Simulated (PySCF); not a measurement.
# One molecule, many functionals

C4H8O.
Bonds: C1–C2, C2–C3, C3–O4, O4–C5, C1–C5. Hydrogens: H6, H7 on C1; H8, H9 on C2; H10, H11 on C3; H12, H13 on C5.

Linear-response calculations in the def2-SVPD basis (PySCF; singlets by full response, triplets Tamm–Dancoff, core orbitals frozen in the response; HF means time-dependent Hartree–Fock). 'Strongest' is the level of largest summed f among the singlets computed (10 roots, of which the last may lack a degenerate partner); it can jump between rows when another state enters that window. S1 is the lowest singlet of each run and needn't be the same state throughout; f(S1) is that of one state. Geometry: PBE0-D3(BJ)/def2-SVP, one conformer, isolated molecule.

```
functional                               kind  S1 (eV)  f(S1)  strongest (eV)  T1 (eV)  HOMO (eV)  gap (eV)  ionisation energy, ΔSCF (eV)
       LDA                                LDA     5.55  0.009            7.92     5.50      -5.60      5.55                          9.24
       PBE                                GGA     5.54  0.008            7.91     5.47      -5.52      5.53                          9.13
     B3LYP  global hybrid, 20% exact exchange     6.33  0.011            8.71     6.25      -6.87      7.27                          9.41
      PBE0  global hybrid, 25% exact exchange     6.62  0.012            9.05     6.50      -7.09      7.81                          9.36
 BHandHLYP  global hybrid, 50% exact exchange     7.40  0.016            9.88     7.25      -8.64      9.83                          9.43
 CAM-B3LYP             range-separated hybrid     6.86  0.013            9.36     6.73      -8.55      9.88                          9.52
   wB97X-D             range-separated hybrid     7.14  0.014            9.66     7.08      -9.02     11.38                          9.47
   LC-wPBE             range-separated hybrid     7.47  0.012           10.06     7.28      -9.85     12.28                          9.63
```

What does HF (Hartree–Fock) give?

S1 (eV) 8.76, f(S1) 0.026, strongest (eV) 11.08, T1 (eV) 8.40, HOMO (eV) -11.08, gap (eV) 13.78, ionisation energy, ΔSCF (eV) not settled. S1 runs from 5.54 eV (PBE) to 8.76 eV (HF), a spread of 3.22 eV, while the orbital gap spreads over 8.2 eV. Along PBE (0%), B3LYP (20%), PBE0 (25%), BHandHLYP (50%), HF (100%) S1 rises with the share of exact exchange. −ε(HOMO) comes closest to its own ΔSCF ionisation energy with LC-wPBE (+0.22 eV) and misses most with LDA (-3.64 eV). 'Not settled' means that the ion's SCF failed to converge or may have ended in another state than the lowest.
